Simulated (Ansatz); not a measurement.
in.yaml

```yaml
crystal:
  periodic: [false, false, false]
  atoms:
    - {symbol: Si, position_ang: [0.000000, -0.085926, 0.595821]}
    - {symbol: B, position_ang: [0.000000, 0.089951, -1.333031]}
    - {symbol: H, position_ang: [0.000000, 1.095005, 1.517690]}
    - {symbol: H, position_ang: [0.000000, 1.201588, -1.778382]}
    - {symbol: H, position_ang: [0.000000, -0.867120, -2.043536]}
basis:
  gaussian: {orbitals: cc-pVDZ}
total_charge: 1
magnetization: {spin_polarized: false, initial_magnetization: 2}
correlation: {active_space: {ras: {orbitals: [9, 2, 36], electrons: 20, max_holes: 2, max_particles: 2}, fixed_orbitals: true}}
output: {forces: true}
```

```sh
$ ansatz run in.yaml --threads 1 --pin off --events-out ev --progress --plain --max-ram 2393MiB
```

Question: One thing in this input was set wrong on purpose, beside settings that are merely unusual. What is the gravest fault, and what does the program do?

Answer: Multiplicity of wrong parity. How the run ends: refused.
```
Error: a molecule whose nuclei and cores have a total charge of 22 cannot have a net charge of 1 together with 2 unpaired electrons
```
